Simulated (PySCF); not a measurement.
Vertical excitations of a molecule C₆H₆O from TDA-B3LYP/def2-SVPD in PySCF, as energy in eV (oscillator strength): 5.10 (0.029), 5.62 (0.000), 6.05 (0.039), 6.31 (0.003), 6.54 (0.002), 6.84 (0.000), 7.06 (0.000), 7.17 (0.499), 7.24 (0.017), 7.33 (0.878). Lowest triplet (TDA): 4.02 eV. Geometry optimised at TPSSh-D3(BJ)/def2-SVP. Other conformers were not sampled.

Question: Pick the molecule that these values belong to.
A. Oc1ccccc1
B. CC#C[C@@H]1C=CO1
C. C=C1CC(=O)C1=C
D. C#CC1=CCCO1

Answer: A, Oc1ccccc1
